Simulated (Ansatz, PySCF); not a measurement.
This PySCF input computes a r2SCAN/def2-TZVPD energy:

```python
from pyscf import gto, scf, dft

mol = gto.M(
    atom='''
    C    -0.01183665    0.99144419    0.16305088
    C     1.48020722    0.71088388    0.05518583
    Cl   -0.83320109   -0.80067899   -0.03691672
    H    -0.32290259    1.38674071   -0.81937582
    H     1.98476567    1.68889719    0.00569105
    H     1.86225212    0.20273138    0.94920951
    H     1.83008002    0.11920500   -0.81736090
    ''',
    basis='def2-tzvpd',
    charge=-1,
    spin=0,
    verbose=4,
)

mf = dft.RKS(mol, xc='r2scan').density_fit(auxbasis='def2-universal-jkfit')
mf.grids.level = 4
mf.conv_tol = 1e-9
mf.max_cycle = 100
mf.max_memory = 1500
mf.kernel()
if not mf.converged:
    mf = mf.newton()
    mf.kernel(mf.make_rdm1())
mf.analyze()
```

Problem. Write an input for the same energy in Ansatz (a program for electronic structure) and say what it gives.

Solution. 
Ansatz 0.2 input:
```yaml
crystal:
  periodic: [false, false, false]
  atoms:
    - {symbol: C, position_ang: [-0.01183665, 0.99144419, 0.16305088]}
    - {symbol: C, position_ang: [1.48020722, 0.71088388, 0.05518583]}
    - {symbol: Cl, position_ang: [-0.83320109, -0.80067899, -0.03691672]}
    - {symbol: H, position_ang: [-0.32290259, 1.38674071, -0.81937582]}
    - {symbol: H, position_ang: [1.98476567, 1.68889719, 0.00569105]}
    - {symbol: H, position_ang: [1.86225212, 0.20273138, 0.94920951]}
    - {symbol: H, position_ang: [1.83008002, 0.11920500, -0.81736090]}
basis:
  gaussian:
    orbitals: def2-TZVPD
hamiltonian:
  xc: {name: r2SCAN}
total_charge: -1
output: {forces: true}
```
It gives -538.73766 Eh, and PySCF -538.73770 Eh, a difference of 0.04 mEh, from the treatment of integrals and grids.

It need not be the lowest isomer of its formula. Whether it binds its extra electron was not tested at this geometry.
